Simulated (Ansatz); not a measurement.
Stepwise reaction of `C[SiH2]C` with water, as a gas-phase model of exchange steps in deposition or etching. ΔE in kJ/mol; ΔG adds harmonic PBE0-D4 terms to CCSD(T)/CBS, at 1 bar.

Calculated with Ansatz (gas phase, PBE0-D4/def2-TZVP geometries, no zero-point term in ΔE). CCSD(T)/CBS adds triple-zeta CCSD(T) − MP2 to the extrapolated MP2 energy (def2 sets, frozen cores). This one scheme is used for every species. DFT in def2-TZVPP. B3LYP here is the variant with VWN-RPA as its local correlation; programs differ in this. One conformer a species, not always the lowest.

| step | reaction | PBE-D4 | B3LYP-D4 | ωB97M-V | CCSD(T)/CBS | ΔG(500 K) |
| --- | --- | --- | --- | --- | --- | --- |
| 1 | `C[SiH2]C` + H₂O → `C[SiH2]O` + CH₄ | -88.7 | -100.4 | -97.5 | -94.9 | -92.1 |
| 2 | `C[SiH2]O` + H₂O → `O[SiH2]O` + CH₄ | -106.8 | -117.8 | -115.3 | -112.7 | -99.1 |

Problem. By hand: ΔE of the 2 steps together at CCSD(T)/CBS.

Solution. (-94.9) + (-112.7) = -207.6 kJ/mol, or -103.8 kJ/mol a step.

In ΔE each step is lower than the one before. All are downhill at CCSD(T)/CBS. ΔG lies between -99.1 and -92.1 kJ/mol a step. PBE-D4 differs from CCSD(T)/CBS by 5.9 to 6.2 kJ/mol a step. Isolated molecules leave out the surface, adducts and barriers. Largest T1 diagnostic: 0.011.
